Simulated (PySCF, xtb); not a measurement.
allene cation (C3H4), SMILES C=C=C (connectivity only; charge and spin as stated), charge +1, multiplicity 2.

Harmonic wavenumbers (cm⁻¹) from GFN2-xTB (xtb) at its own minimum, in rising order: 317, 356, 717, 721, 802, 805, 875, 1103, 1163, 1294, 1787, 2960, 2961, 2966, 2987.

Task: What does PBE-D3(BJ)/def2-TZVP (PySCF 2.14.0) give at its own minimum? (An estimate is asked for; the answer gives what the named calculation found.)

Result: 313, 335, 737, 784, 857, 879, 953, 1052, 1291, 1339, 1656, 2990, 3009, 3078, 3080. Paired by order, the mean absolute difference is 63 cm⁻¹ and the zero-point energies are 31.2 and 32.0 kcal/mol.
